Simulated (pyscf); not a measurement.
A first-order saddle from PySCF, ωB97X-D3(BJ)/def2-SVP:

```xyz
12

C     -1.8889     0.9867    -0.5992
C     -0.4644     1.0553    -0.0292
Zn     0.2205    -1.0326     0.1435
H     -2.0116     0.1466    -1.3057
H     -2.6311     0.8344     0.2032
H     -2.1823     1.9016    -1.1420
H     -0.3324     1.9796     0.5617
H      0.2753     1.1772    -0.8462
H      0.5341    -2.2162    -0.7928
O      0.0482    -0.4796     2.0412
H     -0.2836     0.3742     1.2266
H     -0.6367    -0.8196     2.6306
```
Charge 0, spin multiplicity 1.

Surface: singlet, charge 0. Lowest wavenumbers (cm⁻¹): 1412i, 58, 113, 180, 313.

Task: Which two sides does it connect, and which bonds change?

Result: H₃C–CH₂–ZnH (SMILES C[CH2][ZnH]) + H₂O (SMILES O) <-> H₃C–CH₃ (SMILES CC) + HO–ZnH (SMILES [OH][ZnH]), a four-centre exchange read from left to right: C–Zn, H–O broken and C–H, O–Zn formed. At ωB97M-D3(BJ)/def2-TZVP it lies +0.74 eV from the left side and +1.60 eV from the right (each side as separated species at their lowest minima found). On the reactant side the descent ends in a complex, 0.35 eV under the separated species and 1.06 eV under the saddle at ωB97X-D3(BJ)/def2-TZVP. This is the saddle that the search found; another between the same sides may lie lower. Elements up to Kr have no core potential and no relativistic terms here.
